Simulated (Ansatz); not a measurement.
For zinc-blende AlN (metastable phase), BLYP in Ansatz (plane waves, PAW) gives:

lattice constant a: 4.425 Å
bulk modulus B0: 185 GPa
cohesive energy: 5.35 eV/atom
band gap at the measured cell: 3.68 eV
TO(Γ) frequency: 623 cm⁻¹
elastic constant C11: 283 GPa
elastic constant C44: 183 GPa
polycrystal shear modulus: 126 GPa

Question: What does r²SCAN0 (Ansatz, a quantum-chemistry and plane-wave program, plane waves, PAW) give for the same quantities?

Answer: 
- lattice constant a: 4.348 Å (drops by 1.7 %)
- bulk modulus: 222 GPa (increases by 20 %)
- cohesive energy: 5.67 eV/atom (goes up by 0.32 eV/atom)
- band gap at the measured cell: 5.69 eV (increases by 2.01 eV)
- zone-centre TO phonon frequency: 679 cm⁻¹ (grows by 9.0 %)
- elastic constant C11: 323 GPa (rises by 14 %)
- elastic constant C44: 206 GPa (increases by 13 %)
- Voigt–Reuss–Hill shear modulus: 138 GPa (goes up by 9.5 %)

For comparison: band gap 5.34 eV (measured, temperature not stated, no zero-point or thermal correction; as tabulated in Deguchi et al. (2016), arXiv:1512.06930).

Changes are worked out from the printed values.

Unless a cell is named, each level is at its own relaxed cell (BLYP 10.83, r²SCAN0 10.27 Å³/atom).

Density-functional gaps are differences of (generalised) Kohn–Sham levels.

Ansatz's density-functional and Hartree–Fock values are scalar-relativistic unless marked +SOC, with PAW data made under PBE.
